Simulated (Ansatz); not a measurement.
Input file:

```yaml
crystal:
  periodic: [false, false, false]
  atoms:
    - {symbol: Al, position_ang: [0.000000, 0.000000, 0.105100]}
    - {symbol: C, position_ang: [0.000000, 0.000000, -1.811100]}
    - {symbol: H, position_ang: [0.000000, 0.000000, 1.706000]}
basis:
  gaussian: {orbitals: 6-31G}
magnetization: {spin_polarized: false, initial_magnetization: 2}
correlation: {method: fci, electrons: outside_noble_gas}
```

```sh
$ ansatz run in.yaml --threads 1 --pin off --events-out ev --progress --plain --max-ram 2393MiB
```

The program prints:

```
501 factors; integrals over basis functions are off by at most 1.2e-7 eV
mean field evaluation 1: about -7621.8215 eV, gradient 1.1e1 eV
mean field evaluation 2: about -7621.8236 eV, gradient 1.1e1 eV
mean field evaluation 4: about -7622.3101 eV, gradient 3.5e0 eV
mean field evaluation 8: about -7622.3625 eV, gradient 1.2e-1 eV
mean field evaluation 16: about -7621.5980 eV, gradient 2.6e-1 eV
mean field evaluation 32: about -7622.3627 eV, gradient 9.1e-2 eV
mean field -7622.36282752 eV, -280.1166672883 hartree, gradient 4.4e-6 eV, S^2 2.000000; 7 other end points of the search recorded, 0 dependent functions left out
mean field evaluation 64: about -7621.6351 eV, gradient 9.6e0 eV
mean field evaluation 96: about -7622.3612 eV, gradient 5.5e-1 eV
determinant -7622.36282752 eV, -280.1166672883 hartree, with singles and doubles -7625.56721916 eV, -280.2344265089 hartree
determinant -7621.59965668 eV, -280.0886212773 hartree, with singles and doubles -7625.26258463 eV, -280.2232313964 hartree
determinant -7622.36282752 eV, -280.1166672883 hartree, with singles and doubles -7625.56871452 eV, -280.2344814625 hartree
determinant -7621.59965668 eV, -280.0886212773 hartree, with singles and doubles -7625.26670005 eV, -280.2233826353 hartree
unrestricted determinant -7622.67789807 eV, -280.1282459175 hartree, S^2 2.7392
6 core orbitals not correlated: weight in the atoms' cores, before any rotation towards them, 1.000 or more for the frozen orbitals, at most 0.000 for the correlated occupied ones
reference -7622.36282752 eV, -280.1166672883 hartree; 5, 3 occupied and 13, 15 virtual orbitals, 501 factors
state -7625.78779170 eV, -280.2425324002 hartree
Total energy: -7625.78779170 eV, -280.2425324002 hartree
```

Ran on 1 thread of Arm Neoverse V1, shared host: 18 s wall, 0.27 GiB peak host memory.
